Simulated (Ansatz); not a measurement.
Start from `BCB` and change one atom or group to get `BCO`.

Ansatz, PBE0-D4/def2-TZVP geometries, multiplicity 1. Each molecule was computed in one conformer, which needn't be the lowest.

```
                                      property  `BCB`
           HOMO–LUMO gap (PBE/def2-TZVPP) / eV   4.76
           HOMO energy (B3LYP/def2-TZVPP) / eV  -8.86
            LUMO energy (PBE0/def2-TZVPP) / eV  -1.86
zero-point energy (PBE0-D4/def2-TZVP) / kJ/mol  176.5
             LUMO energy (PBE/def2-TZVPP) / eV  -2.88
             HOMO energy (PBE/def2-TZVPP) / eV  -7.64
```

Problem. Give the same properties after the change, and the shifts. (Best estimate.)

Solution. Computed: 
```
                                      property  `BCO`  shift
           HOMO–LUMO gap (PBE/def2-TZVPP) / eV   6.07   1.31
           HOMO energy (B3LYP/def2-TZVPP) / eV  -8.13   0.73
            LUMO energy (PBE0/def2-TZVPP) / eV   0.11   1.97
zero-point energy (PBE0-D4/def2-TZVP) / kJ/mol  167.8   -8.7
             LUMO energy (PBE/def2-TZVPP) / eV  -0.86   2.02
             HOMO energy (PBE/def2-TZVPP) / eV  -6.94   0.70
```

With PBE0 the HOMO rises by 0.69 eV and the LUMO rises by 1.97 eV, so the gap widens by about 1.28 eV. PBE moves the HOMO by 0.70 eV and ωB97M-V by 0.65 eV. The zero-point energy changes by -8.7 kJ/mol with -3 modes.

B3LYP here is the variant with VWN-RPA as its local correlation; programs differ in this.
